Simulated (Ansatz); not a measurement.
# H2As–As, triplet: reading a ladder of total energies

Geometry: displaced at random from a stationary point.

```
atom    x (Å)    y (Å)    z (Å)
  As  -0.0462   0.0078   1.1975
  As   0.0194  -0.0083  -1.2324
   H   1.0487  -1.0486   1.2809
   H   0.9459   1.0878   1.3107
```

Basis cc-pVDZ; Ansatz 0.2.0. Only valence electrons are correlated (noble-gas cores and the filled d shells of p-block atoms frozen), which leaves 12 electrons in 36 orbitals. R marks a restricted (for open shells ROHF) determinant, U an unrestricted one. No spin–orbit coupling is included, and no scalar relativity.

Full CI isn't at hand for all of this; UCCSDT(Q) serves as the reference, and is uncertain by about the last step of the cluster series.

Runs differ by some tens of microhartree through their thresholds and, for an open shell, their frozen cores, so steps under 0.03 kcal/mol mean nothing.

```json
{"level": "UHF", "total energy (hartree)": "-4469.499077"}
{"level": "UMP2", "total energy (hartree)": "-4469.678361"}
{"level": "UCCSD", "total energy (hartree)": "-4469.714573"}
{"level": "UCCSD(T)", "total energy (hartree)": "-4469.720665"}
{"level": "UCCSDT", "total energy (hartree)": "-4469.721686"}
{"level": "UCCSDT(Q)", "total energy (hartree)": "-4469.722064"}
```

Question: What is the correlation energy at UCCSDT(Q), and what share of it do UMP2 and UCCSD recover?

Answer: E(corr) = -4469.722064 − (-4469.499077) = -0.222987 hartree = -6.068 eV. UMP2: -0.179284 / -0.222987 = 80.40 %. UCCSD: -0.215496 / -0.222987 = 96.64 %.

Question: By how many kcal/mol does UCCSD(T) miss UCCSDT(Q) (1 hartree = 627.509 kcal/mol), and which steps make up the rest?

Answer: -4469.720665 − (-4469.722064) = 0.001399 hartree = 0.88 kcal/mol. Steps: UCCSDT − UCCSD(T) = -0.64, UCCSDT(Q) − UCCSDT = -0.24 kcal/mol. Differences between like states or geometries often cancel part of this.
